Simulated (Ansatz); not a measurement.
**Tetradymite Bi₂Se₃**

The numbers are results of r²SCAN+rVV10 in Ansatz (PAW), not measurements.

Cell: relaxed at this level.

```json
{
 "interlayer_binding_energy": "18.3 meV/Å²",
 "layer_repeat_distance": "9.762 Å",
 "gap_between_the_layers": "2.788 Å"
}
```

Spin–orbit coupling is not included; it can shift volumes and moduli of such heavy elements.

The computed numbers hold no vibrational or temperature effects.

Cost on a shared machine: around 16 core-minutes (rough).

Ansatz is a first-principles code.
